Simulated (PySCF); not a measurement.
BF₃, SMILES FB(F)F.

Coordinates come from a B3LYP-D3(BJ)/def2-TZVP optimisation. The isomer is the one that the SMILES or the coordinates give; other isomers of the formula were not compared.

These are PBE/def2-TZVPD in PySCF values and carry that method's errors.

Computed frontier levels, gap, dipole moment and polarisability:
```yaml
highest_occupied_level: -10.06 eV
lowest_empty_level: -0.79 eV
orbital_gap: 9.26 eV
dipole_moment: 0.00 D
quadrupole, principal values (traceless, Buckingham form, about the centre of nuclear charge): -1.87, -1.87, 3.74 D·Å
mean_static_polarisability: 17.3 bohr³ (2.57 Å³)
polarisability_principal_values: 14.5, 18.7, 18.7 bohr³
```
